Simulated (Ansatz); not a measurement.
Gas-phase reaction in SMILES: C=C=C [propa-1,2-diene] -> C=C=[CH] + H atom (the C-H bond breaks)

Wanted: bond dissociation energy (enthalpy at 298 K), in kcal/mol. Conventions: non-relativistic; spin-orbit terms left out; 6-311+G** with 5d; UHF or UKS for open shells; LANL2DZ all-electron up to Ne; frozen cores in correlated levels; six Cartesian d functions in 6-31G* and its kin unless marked 5d. First-principles rows: single points at B3LYP-D3(BJ) geometries (Ansatz, a quantum-chemistry and plane-wave program), with unscaled harmonic terms from B3LYP/6-31G* at its own minima. A UHF reference is markedly spin-contaminated in at least one set, which strains HF and MP2.

```
level          program  bond dissociation energy (enthalpy at 298 K) (kcal/mol)
-------------  -------  -------------------------------------------------------
MP2/STO-3G      Ansatz                                                    101.3
MP2/3-21G       Ansatz                                                     84.0
MP2/LANL2DZ     Ansatz                                                     83.1
MP2/6-31G*      Ansatz                                                     88.1
MP2/6-311+G**   Ansatz                                                     91.6
```

No value to compare with is used here. The 5 habitual levels span 83.1 (MP2/LANL2DZ) to 101.3 kcal/mol (MP2/STO-3G).

The sets are all those run for this method; runs whose electronic state is in doubt are left out.
